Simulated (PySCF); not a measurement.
Compound: C₅H₆N (doublet state).
SMILES with atom numbers: `[CH2:1][C:2]#[C:3]/[CH:4]=[N:5]\[CH3:6]` (hydrogens: H7, H8 on C1; H9 on C4; H10, H11, H12 on C6)

Cartesian coordinates in Å at the GFN2-xTB level; atoms count from 1:
```xyz
12
C5H6N angstrom
C      2.716   -0.601    0.702
C      1.612    0.029    0.295
C      0.609    0.639   -0.092
C     -0.554    1.277   -0.503
N     -1.759    0.845   -0.424
C     -2.048   -0.433    0.134
H      2.661   -1.580    1.148
H      3.686   -0.149    0.594
H     -0.436    2.263   -0.944
H     -2.726   -0.284    0.978
H     -2.592   -1.012   -0.616
H     -1.167   -0.996    0.467
```

The hyperfine couplings belong to this conformer and change with its torsions.

Method: UKS B3LYP, pcH-1 on C H N, non-relativistic, mean-field spin-orbit, GIAO (PySCF 2.14.0). Isolated species at its GFN2-xTB geometry, gas phase. The geometry wasn't refined by DFT: couplings that depend on bond lengths, twists or pyramidal angles can differ widely from those at the functional's own minimum. No stability test was run, so a lower SCF solution isn't excluded. ⟨S²⟩ is 0.787 where a pure state has 0.75.

(1) Break the g tensor into its mass correction, gauge correction and orbital-Zeeman/spin–orbit terms.

(2) What are the electron Larmor frequencies g μB B/h along the three axes at 340 mT?

(3) At 9.456 GHz, how far is the centre of the isotropic spectrum from where a free electron (g = 2.002319) resonates?

(4) In a frozen sample, at which fields do the three g values resonate at 9.5, 34, 94 and 263 GHz (hyperfine left aside), and which band first spreads them over more than twice a line width of 1.0 mT?

## Answers

(1) 
| Δg (ppm) | 1 | 2 | 3 |
| --- | --- | --- | --- |
| relativistic mass correction | -164 | -164 | -164 |
| gauge correction | -8 | 37 | 28 |
| orbital Zeeman/spin–orbit | 5 | 1221 | 2226 |
| total | -166 | 1094 | 2090 |

So g = 2.00215, 2.00341, 2.00441 and g_iso = 2.00333; the tensor is rhombic: the two nearest values differ by 44 % of g3 − g1. Axes: g2 points within 11° of the C2–C3 bond.

(2) 9.5277, 9.5337, 9.5384 GHz for g1, g2 and g3, a range of 10.7 MHz.

(3) B = hν/(g μB) with μB/h = 13.99624 MHz/mT gives 337.41 mT for the free electron and 337.24 mT at g_iso, 0.17 mT lower.

(4) 
```
band    GHz  B(g3) mT  B(g2) mT  B(g1) mT  spread mT
   X    9.5    338.63    338.80    339.01       0.38
   Q   34.0   1211.94   1212.54   1213.31       1.37
   W   94.0   3350.66   3352.32   3354.43       3.78
   J  263.0   9374.71   9379.37   9385.27      10.57
```

The spread grows in proportion to the frequency. W band is the first where it exceeds 2.0 mT.

Largest spin populations (Mulliken): C1 (+0.65), C3 (+0.49), N5 (+0.32) and C2 (-0.25). Three atoms exceed +0.15. The angles at C1 add up to 360.0°, so it is planar; its axial dipolar tensor and the negative couplings of its protons fit spin in a p orbital normal to that plane.

The HOMO–LUMO gaps are 5.26 eV among the α and 3.72 eV among the β orbitals.

Time: 28 s (with the writing of density and orbital grids); peak memory 0.72 GiB. Hardware: one thread of an Arm Neoverse V2, no GPU, on a shared host.
